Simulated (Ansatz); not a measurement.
# BH6NO: the cost of one run

Method: RKS B3LYP-D4/def2-SVP, in Ansatz 0.2.0.

## 1. The system as given

Bond lengths: B1–O2 1.760 Å, O2–H3 1.010 Å, B1–H4 1.190 Å, B1–N5 1.550 Å, N5–H6 1.060 Å, N5–H7 1.060 Å. Angles: B1–O2–H3 109.5°, O2–B1–H4 120.0°, O2–B1–N5 120.0°, H4–B1–N5 120.0°, B1–N5–H6 120.0°, B1–N5–H7 120.0°, H6–N5–H7 120.0°.

Structure file:

```xyz
9

B     0.0000    0.0000    0.0000
O     0.0000    0.0000    1.7600
H    -0.9095   -0.2814    2.0971
H     1.0305    0.0000   -0.5950
N    -1.3423    0.0000   -0.7750
H    -2.0112   -0.8164   -0.6764
H    -1.5914    0.8164   -1.4036
H    -0.1864    1.4017    0.4698
H    -0.1517    1.1410    1.3187
```

## 2. Pulling towards end A

Springs on the bonds that form and break draw the guess towards this end; the thresholds are loose.

input.yaml reads:

```yaml
crystal:
  periodic: [false, false, false]
  atoms:
    - { symbol: B, position_ang: [0.0, 0.0, 0.0] }
    - { symbol: O, position_ang: [0.0, 0.0, 1.76] }
    - { symbol: H, position_ang: [-0.9095, -0.2814, 2.0971] }
    - { symbol: H, position_ang: [1.0305, 0.0, -0.595] }
    - { symbol: "N", position_ang: [-1.3423, 0.0, -0.775] }
    - { symbol: H, position_ang: [-2.0112, -0.8164, -0.6764] }
    - { symbol: H, position_ang: [-1.5914, 0.8164, -1.4036] }
    - { symbol: H, position_ang: [-0.1864, 1.4017, 0.4698] }
    - { symbol: H, position_ang: [-0.1517, 1.141, 1.3187] }
basis:
  gaussian: { orbitals: def2-SVP }
hamiltonian:
  xc: b3lyp
  dispersion: d4
relax:
  f_tol: 0.15
  max_steps: 25
  restrain:
    - { distance: [0, 7], at: 2.39, k: 30.0 }
    - { distance: [8, 1], at: 2.21, k: 30.0 }
    - { distance: [0, 1], at: 1.41, k: 30.0 }
    - { distance: [8, 7], at: 0.66, k: 30.0 }
```

Run with:

```
ansatz run input.yaml --threads 1 --pin off --max-ram 2048MiB --backend cpu --events-out ev --progress --plain --runs-dir out
```

What time and memory should one allow on 1 thread of Intel Xeon 6975P-C (Granite Rapids), shared host?

About 14 s, with a peak of 0.16 GiB.
